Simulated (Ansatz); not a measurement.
# A geometry optimisation of C5H7O+ with PBE0-D3(BJ)/def2-SVP

The starting geometry of this gas-phase singlet was optimised with GFN2-xTB; its bonds are those of `[O+]#CCC1CC1`.

```xyz
13

C     0.4772    2.7749    0.1512
C    -0.0358    1.6247   -0.4138
C     0.7726    0.5174    0.3162
C     0.5036    0.2263    1.7665
C     0.0233   -0.7238    0.7221
O     0.9787    3.6125    0.6992
H     0.1066    1.5843   -1.5007
H    -1.1106    1.5242   -0.2141
H     1.7832    0.4131   -0.0527
H    -0.2290    0.8245    2.2870
H     1.3390   -0.0587    2.3862
H    -1.0342   -0.7824    0.5169
H     0.5379   -1.6634    0.5902
```

Question: Where would you expect an optimisation with PBE0-D3(BJ)/def2-SVP to take it?

Answer: It keeps its bonds, and is `[O+]#CCC1CC1`.

The energy falls by 0.11 eV over 10 steps:

```json
{"step": "1", "E − E(last) (eV)": "0.109"}
{"step": "2", "E − E(last) (eV)": "0.037"}
{"step": "3", "E − E(last) (eV)": "0.007"}
{"step": "4", "E − E(last) (eV)": "0.003"}
{"step": "5", "E − E(last) (eV)": "0.001"}
{"step": "6", "E − E(last) (eV)": "0.001"}
{"step": "7", "E − E(last) (eV)": "0.001"}
{"step": "8", "E − E(last) (eV)": "0.000"}
{"step": "9", "E − E(last) (eV)": "0.000"}
{"step": "10", "E − E(last) (eV)": "0.000"}
```

Final geometry (Å):

```
atom    x (Å)    y (Å)    z (Å)
   C   0.5185   2.8769   0.0735
   C  -0.0063   1.6125  -0.3409
   C   0.7736   0.5018   0.3615
   C   0.4706   0.1496   1.7919
   C   0.0333  -0.7646   0.6975
   O   0.9811   3.8251   0.4446
   H   0.0626   1.5791  -1.4468
   H  -1.0813   1.6248  -0.0736
   H   1.8056   0.4107   0.0107
   H  -0.3036   0.7157   2.3198
   H   1.3162  -0.1393   2.4202
   H  -1.0334  -0.8197   0.4624
   H   0.5756  -1.6989   0.5334
```

No frequencies were run, so the end isn't proven a minimum. Run with Ansatz 0.2.0, 33 s on 2 threads of Intel(R) Xeon(R) Processor, on a shared host.
